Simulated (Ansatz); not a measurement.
**Al2SiH (doublet): from Hartree-Fock to the top rungs, cc-pVTZ**

The task here is to estimate one member of a computed series from the others.

Program: Ansatz 0.2.0, Gaussian basis. Level of theory: cc-pVTZ, core rule «outside noble gas», up to 15 orbitals frozen. These are calculated values, not measurements.

Plan: UHF; CCSD(T) on ROHF; CCSD(T) on UHF; BCCD(T) on ROHF; CCSDT(Q) on ROHF; CCSDT(Q) on UHF.

3 further runs of the same task are left out: 3 set aside as unsound or not needed.

## The system

The geometry is a PBE0/def2-TZVP stationary point (not a proven minimum).

4 atoms, charge 0, spin multiplicity 2.

Atoms are counted from 1 here; the program's logs count them from 0.

Bond lengths: Al1–Si2 2.289 Å, Al1–Al3 2.719 Å, Al1–H4 1.590 Å, Si2–Al3 2.311 Å. Angles: Si2–Al1–Al3 54.1°, Si2–Al1–H4 166.2°, Al3–Al1–H4 139.7°, Al1–Si2–Al3 72.5°, Al1–Al3–Si2 53.4°.

Set-up of the first run:

Contents of in.yaml:

```yaml
crystal:
  periodic: [false, false, false]
  atoms:
    - {symbol: Al, position_ang: [0.000000, 0.365979, 1.411330]}
    - {symbol: Si, position_ang: [0.000000, -1.216412, -0.242354]}
    - {symbol: Al, position_ang: [0.000000, 0.856925, -1.263266]}
    - {symbol: H, position_ang: [0.000000, 1.158538, 2.789485]}
basis:
  gaussian: {orbitals: cc-pVTZ}
magnetization: {spin_polarized: true, initial_magnetization: 1}
hamiltonian: {xc: hf}
output: {orbitals: {seedname: orbitals}}
```

Run with:

```
> ansatz run in.yaml --threads 1 --pin off --events-out ev --progress --plain --max-ram 4096MiB --backend cpu
```

Among the steps run: UHF; CCSD(T) on ROHF; CCSD(T) on UHF; BCCD(T) on ROHF; CCSDT(Q) on ROHF; CCSDT(Q) on UHF.

One of the session's tables, all rows but one given; the rest of the session is left out.

It belongs to the step «Misses and costs». 

```
   method  from RCCSDT(Q) (meV)
     ROHF               +8107.7
      UHF                     ?
     RMP2               +1275.5
     UMP2               +1485.5
    RCCSD                +675.2
    UCCSD                +665.2
 RCCSD(T)                 +91.0
 UCCSD(T)                +101.4
  BCCD(T)                 +90.4
   RCCSDT                 +65.4
   UCCSDT                 +61.8
RCCSDT(Q)                     0
UCCSDT(Q)                  -4.6
```

**Question.** Estimate the row for UHF.

The run gave: from RCCSDT(Q) (meV): +7886.1. In the column «from RCCSDT(Q) (meV)» it lies between UMP2 (+1485.5) and ROHF (+8107.7).

With the free atoms at the same levels and basis (separate runs), the atomisation energy is 7.872 eV at RCCSDT(Q), 7.829 eV at RCCSD(T), 7.816 eV at UCCSD(T), 5.064 eV at ROHF.

Caveats from the session: Restricted and unrestricted rows rest on different reference determinants; where their highest levels disagree by more than a few hundredths of an eV, they describe different states and don't form one ladder.
